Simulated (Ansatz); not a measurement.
in.yaml

```yaml
crystal:
  periodic: [false, false, false]
  atoms:
    - {symbol: Si, position_ang: [-0.083033, 0.002988, 0.495292]}
    - {symbol: B, position_ang: [0.090441, 0.002987, -1.450852]}
    - {symbol: H, position_ang: [0.711742, -1.203850, 0.900710]}
    - {symbol: H, position_ang: [0.631869, 1.088543, 0.859964]}
basis:
  gaussian: {orbitals: cc-pVDZ}
magnetization: {spin_polarized: false, initial_magnetization: 1}
correlation: {active_space: {window: {electrons: 7, orbitals: 6}, states: [{multiplicity: 2, weights: [1, 1]}]}}
output: {forces: true}
```

```sh
$ ansatz run in.yaml --threads 1 --pin off --events-out ev --progress --plain --max-ram 2393MiB
```

Log:

```
803 factors; integrals over basis functions are off by at most 1.8e-7 eV
mean field evaluation 1: about -8559.1219 eV, gradient 1.1e1 eV
mean field evaluation 2: about -8559.1473 eV, gradient 1.1e1 eV
mean field evaluation 4: about -8560.1792 eV, gradient 1.9e0 eV
mean field evaluation 8: about -8560.2877 eV, gradient 6.8e-1 eV
mean field evaluation 16: about -8560.3332 eV, gradient 3.4e-5 eV
mean field evaluation 32: about -8560.1198 eV, gradient 1.8e-3 eV
mean field -8560.33318734 eV, -314.5864422326 hartree, gradient 2.6e-6 eV, S^2 0.750000; 4 other end points of the search recorded, 0 dependent functions left out
reference -8560.33318734 eV, -314.5864422326 hartree; 11, 10 occupied and 31, 32 virtual orbitals, 803 factors
state -8561.69294847 eV, -314.6364125324 hartree
state -8560.53871477 eV, -314.5939952262 hartree
2 active orbitals were swapped for others, from the solution at -8561.10821505 eV, -314.6149239754 hartree to that at -8561.11583162 eV, -314.6152038793 hartree; typed "places" are swapped only where nearly empty or full, and so, without "given_window_search", are "orbital_numbers", "shells" and a window whose orbitals a file names under [Active]
the calculation of the forces begins
Total energy: -8561.11583162 eV, -314.6152038793 hartree
Atom 0 at    -0.083033     0.002988     0.495292 Å, force    -1.010728    -2.943105     0.135914 eV/Å
Atom 1 at     0.090441     0.002987    -1.450852 Å, force    -0.171271    -0.037332    -1.540119 eV/Å
Atom 2 at     0.711742    -1.203850     0.900710 Å, force    -0.364739    -0.062524     0.160250 eV/Å
Atom 3 at     0.631869     1.088543     0.859964 Å, force     1.546738     3.042961     1.243955 eV/Å
Dipole moment:    -0.087071     0.031977     0.206665 e Å
```

Natural occupations, averaged over the states: 1.9979 1.9711 1.4973 1.2793 0.2333 0.0211.

The total printed last is the weighted mean of the 2 states, 0.577 eV above the lowest of them, and is no single state's energy.

Forces (eV/Å):
```
Si  -1.011 -2.943  0.136
B   -0.171 -0.037 -1.540
H   -0.365 -0.063  0.160
H    1.547  3.043  1.244
```

Ran on 1 thread of Arm Neoverse V1, shared host: 3.5 s wall, 0.16 GiB peak host memory.
